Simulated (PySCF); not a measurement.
How exact exchange moves a shielding

Molecule: Cyclopentene, C₅H₈.

Cartesian coordinates in Å; atom numbers follow the order of the lines, from 1:
```xyz
13

C    -0.919    0.982   -0.179
C     0.380    1.295   -0.133
C     1.246    0.072   -0.015
C     0.238   -1.035    0.346
C    -1.138   -0.504   -0.098
H    -1.732    1.701   -0.305
H     0.782    2.308   -0.218
H     2.045    0.179    0.737
H     1.757   -0.128   -0.976
H     0.234   -1.177    1.438
H     0.489   -2.007   -0.103
H    -1.437   -0.900   -1.087
H    -1.946   -0.785    0.598
```

GIAO shieldings (ppm, equivalent atoms averaged) in PySCF on the PBE0-D3(BJ)/def2-SVP geometry, basis pcSseg-2, gas phase, non-relativistic:

| functional | exact exchange (%) | σ(C3/C5) | σ(C4) |
| --- | --- | --- | --- |
| BLYP | 0 | 135.6 | 146.1 |
| BP86 | 0 | 140.3 | 151.2 |
| PBE | 0 | 140.4 | 151.4 |
| B3LYP | 20 | 141.4 | 151.4 |
| PBE0 | 25 | 147.2 | 157.3 |
| mPW1PW91 | 25 | 146.5 | 156.5 |
| HF | 100 | 160.0 | 167.3 |

Task: Fit each shielding as a line in the percentage of exact exchange.

Result: σ(C3/C5) = 139.3 + 0.21 x (rms 2.1 ppm); σ(C4) = 150.1 + 0.18 x (rms 2.3 ppm). The functionals also differ in their semilocal parts, which the line can't hold; Hartree–Fock has no correlation at all.

Task: What does the line predict for BHandHLYP (50 %), and what does the run give?

Result: σ(C3/C5): 149.8 predicted, 148.9 computed; σ(C4): 159.1 predicted, 157.9 computed ppm.
